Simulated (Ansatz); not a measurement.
**Relaxing ruthenium (hcp)**

Computed with Ansatz 0.2.0, DFT, revPBE, plane waves (420 eV) with PAW, scalar-relativistic. (PAW data from PBE, frozen cores regenerated.)

k-point mesh 13×13×8, Fermi-Dirac smearing 0.1 eV, no spin polarisation. Cell and atoms relax.

Starting structure:

```
CELL_PARAMETERS angstrom
2.70389 0.00000 0.00000
-1.35194 2.34164 0.00000
0.00000 0.00000 4.28168
ATOMIC_POSITIONS crystal
Ru 0.33333 0.66667 0.25000
Ru 0.66667 0.33333 0.75000
```

Problem. The pressure at the start is 8.4 GPa. By how much does the volume change?

Solution. From 13.55 to 13.92 Å³ per atom, 2.7 %. The final cell has a = 2.733 Å, c = 4.303 Å (c/a = 1.575).

Problem. How much energy does the relaxation gain?

Solution. 9.6 meV per atom.
